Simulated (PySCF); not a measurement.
Molecule: `FC1=C[C@@H]1CC`, C₅H₇F.

Cartesian coordinates in Å; atom numbers follow the order of the lines, from 1:
```xyz
13

C     1.5982    0.6940   -0.3215
C     0.6689   -0.1659    0.5307
C    -0.5519   -0.6018   -0.2562
C    -1.8897   -0.8512    0.4379
C    -1.7856    0.2232   -0.2774
F    -2.3377    1.3253   -0.7483
H     2.4720    0.9960    0.2507
H     1.9330    0.1395   -1.1956
H     1.0825    1.5895   -0.6605
H     0.3486    0.3965    1.4104
H     1.2077   -1.0517    0.8768
H    -0.3057   -1.1955   -1.1353
H    -2.4446   -1.4972    1.0706
```

Frames of a GFN2-xTB Langevin trajectory at 400 K; GIAO PBE0/pcSseg-1 shieldings in PySCF 2.14.0 with density-fitted response routines, gas phase, non-relativistic; equivalent atoms averaged within each frame.

δ = σ(ref) − σ, references computed at the same level: $^{13}$C (σref 186.93), $^{1}$H (σref 31.72) against TMS; CFCl3 for $^{19}$F (σref 170.95). The references are static minima.

How do the shifts (ppm) fluctuate along the trajectory?

Results:


```csv
time (fs),C5,C4,C3,C2,C1,F6,H13,H11,H12,H10
250,167.0,91.9,43.5,40.9,22.4,-138.7,6.50,4.21,3.62,2.10
425,183.8,96.1,50.5,29.1,5.8,-124.9,6.22,3.27,3.81,0.44
625,163.5,78.4,35.6,35.2,24.0,-140.1,4.08,2.38,2.63,-0.16
800,172.9,87.2,46.4,39.5,16.2,-130.5,4.31,1.56,2.83,1.73
1000,164.7,86.8,37.2,32.2,15.7,-132.6,6.11,2.69,2.94,3.66
mean of frames,170.4,88.1,42.7,35.4,16.8,-133.4,5.44,2.82,3.16,1.55
standard deviation,8.3,6.6,6.2,4.9,7.2,6.2,1.15,0.99,0.52,1.49
```

5 frames give an uncertainty of the mean of about the standard deviation over 2.2 at best, since frames this close in time may not be independent; classical motion lacks zero-point vibration, and the reference would need the same averaging.
